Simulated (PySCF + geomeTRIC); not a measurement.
Species: H2N, SMILES `[NH2]` (charge 0, multiplicity 2).

Question: Give a relaxed geometry from TPSS-D3(BJ)/def2-SVP (PySCF + geomeTRIC).

Answer: the end point of this relaxation (outside a Z-matrix the atoms follow the SMILES, hydrogens last).
Cartesian coordinates (Å) in one orientation:
```xyz
3

N     -0.001     0.444     0.000
H     -0.804    -0.224     0.000
H      0.805    -0.220     0.000
```
